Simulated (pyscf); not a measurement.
PySCF, gas phase, ωB97X-D3(BJ)/def2-SVP geometries. Correlated levels are frozen-core, on RHF or UHF. ΔMP2 is the change of the MP2 total energy from the triple- to the quadruple-zeta basis.

SMILES: [Li][SH]
```xyz
3

Li     0.9932    -0.0982     0.8242
S     -1.1388    -0.1886     0.9545
H     -1.2937    -1.0566    -0.0675
```

### Question
What is the homolytic dissociation enthalpy (298 K, CCSD(T)/def2-TZVPP + ΔMP2(QZVPP)) of the Li–S bond of `[Li][SH]`, to Li• + SH•?

### Answer
Li–S to Li• + SH•: 3.44 eV. The CCSD(T) − MP2 part came from Ansatz, without density fitting, on the same reference. The frozen core leaves the outer d or s,p core shells of the metals and heavy elements correlated in the MP2 and CC values, and def2-TZVPP describes them poorly, which can shift differences by a few kcal/mol. Left out: the spin-orbit lowering of SH.
